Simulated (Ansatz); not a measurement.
A made-up structure of C₂H₃S (charge -1), closed shell:

```
6
angstrom
C 0.0566 -0.8297 0.4807
C 0.2099 0.3696 0.0760
S -1.6458 0.1725 -0.0426
H 0.3070 -1.2621 -0.4917
H 0.6896 0.6710 -0.9493
H 0.3827 0.8788 0.9269
```

It is relaxed with PBE-D4/def2-SVPD and then PBE0-D4/def2-TZVPD (Ansatz 0.2.0). Atoms count as bonded within 1.22 times the sum of their covalent radii (H–H: 0.88 Å). The end point is not checked to be a true minimum.

(1) Does its bonding change? (Judge from chemistry; the calculation decides.)

Results:

(1) By the calculation: No: no bond forms or breaks.

Where it ends: The first stage lowers the energy by 1.88 eV in 7 steps. It ends as C₂H₃S ([CH]1[CH2][S]1), total charge -1:
```xyz
6
angstrom
C 0.0012 -0.9653 0.4032
C 0.2262 0.4644 0.0960
S -1.5439 0.0840 -0.0550
H 0.1915 -1.5249 -0.5304
H 0.6856 0.8022 -0.8409
H 0.4393 1.1397 0.9270
```

Labels in which every atom is bracketed show which atoms are joined, not bond orders.

For scale, one of the runs: PBE0-D4/def2-TZVPD relaxation, 147 basis functions, launched by `ansatz run in.yaml --threads 2 --pin off --events-out ev --progress --plain --max-ram 4352MiB`. Hardware: 2 CPU threads of an Intel Xeon Platinum 8375C, shared host. Wall time about 24 s.
